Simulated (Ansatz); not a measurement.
# C3H8OS: a ladder of functionals and wavefunction methods

Aim: compute C3H8OS with functionals from several rungs and with coupled cluster. The yardstick is the atomisation energy at the CCSD(T) limit.

The runs use Ansatz 0.2.0, Gaussian basis; functionals in def2-TZVPP, the program's frozen cores in correlated methods.

The runs, in order: PBE-D4, r2SCAN-D4, PBE0-D4, B3LYP-D4, ωB97X-V, ωB97M-V, B2PLYP; CCSD(T)/def2-TZVPP; MP2/def2-QZVPP; extrapolation to the limit.

## (1) The relaxed structure

The geometry comes from an earlier relaxation with PBE0-D4 in a triple-zeta def2 set; it is a stationary point, not always the lowest conformer.

13 atoms, charge 0, spin multiplicity 1.

Atoms are counted from 1 here; the program's logs count them from 0.

Bond lengths: O1–C2 1.410 Å, O1–H6 0.961 Å, C2–C3 1.519 Å, C2–H7 1.093 Å, C2–H8 1.100 Å, C3–C4 1.516 Å, C3–H9 1.096 Å, C3–H10 1.095 Å, C4–S5 1.810 Å, C4–H11 1.092 Å, C4–H12 1.094 Å, S5–H13 1.343 Å. Angles: C2–O1–H6 108.4°, O1–C2–C3 112.8°, O1–C2–H7 105.7°, O1–C2–H8 111.1°, C3–C2–H7 110.1°, C3–C2–H8 109.9°, H7–C2–H8 107.0°, C2–C3–C4 112.1°, C2–C3–H9 109.9°, C2–C3–H10 108.7°, C4–C3–H9 109.1°, C4–C3–H10 110.1°, H9–C3–H10 106.8°, C3–C4–S5 114.3°, C3–C4–H11 111.2°, C3–C4–H12 110.7°, S5–C4–H11 109.2°, S5–C4–H12 104.2° and more.

## (2) PBE-D4 (GGA)

Input file in.yaml:

```yaml
crystal:
  periodic: [false, false, false]
  atoms:
    - {symbol: O, position_ang: [-1.514380, 1.460150, 1.348742]}
    - {symbol: C, position_ang: [-1.073805, 0.222091, 0.837658]}
    - {symbol: C, position_ang: [0.111969, 0.360040, -0.101155]}
    - {symbol: C, position_ang: [0.626728, -0.986193, -0.571711]}
    - {symbol: S, position_ang: [1.968893, -0.888714, -1.782843]}
    - {symbol: H, position_ang: [-1.782631, 2.014042, 0.611099]}
    - {symbol: H, position_ang: [-0.795735, -0.375729, 1.709980]}
    - {symbol: H, position_ang: [-1.892110, -0.310252, 0.330389]}
    - {symbol: H, position_ang: [-0.171083, 0.961131, -0.972528]}
    - {symbol: H, position_ang: [0.907361, 0.906722, 0.415005]}
    - {symbol: H, position_ang: [0.946738, -1.602493, 0.271525]}
    - {symbol: H, position_ang: [-0.160952, -1.541533, -1.088978]}
    - {symbol: H, position_ang: [2.849408, -0.254062, -0.992283]}
basis:
  gaussian: {orbitals: def2-TZVPP}
hamiltonian: {xc: pbe, dispersion: d4}
output: {forces: true, orbitals: {seedname: orbitals}}
```

On the command line:

```bash
$ ansatz run in.yaml --threads 4 --pin off --events-out ev --progress --plain --max-ram 10444MiB
```

Further steps of the session: r2SCAN-D4 (meta-GGA); PBE0-D4 (hybrid); B3LYP-D4 (hybrid); ωB97X-V (range-separated); ωB97M-V (range-separated); B2PLYP (double hybrid); CCSD(T) in def2-TZVPP; MP2 in def2-QZVPP.

Before running them: what should the planned runs give, taken together? Wanted: atomisation energy, CCSD(T)/CBS; farthest; mean size of error, hybrid; mean size of error, range-separated; gap, smallest and largest; T1 diagnostic; triples share of the correlation energy.

The runs gave:

| quantity | value |
| --- | --- |
| atomisation energy, CCSD(T)/CBS | 4863.2 kJ/mol |
| functionals within 24.3 kJ/mol (0.5 %) | r2SCAN-D4, PBE0-D4, B3LYP-D4, ωB97X-V, ωB97M-V |
| farthest | PBE-D4 (+96.3 kJ/mol) |
| mean size of error, hybrid | 14.9 kJ/mol |
| mean size of error, range-separated | 10.3 kJ/mol |
| gap, smallest and largest | 5.05 eV (PBE-D4), 11.68 eV (ωB97X-V) |
| T1 diagnostic | 0.0098 |
| triples share of the correlation energy | 3.8 % |

What this shows: PBE-D4 is off by +96.3 kJ/mol. Double hybrids carry the basis error of their MP2 part in triple zeta, and no dispersion term here, so their miss is partly the set-up's. Misses under about 24.3 kJ/mol are within the doubt on the reference itself, which lacks core-valence correlation, relativity and higher excitations. Hartree-Fock recovers 73 % of the binding; the rest is correlation. The gap grows from 5.1 to 11.7 eV across the functionals, mostly with the share of exact exchange.
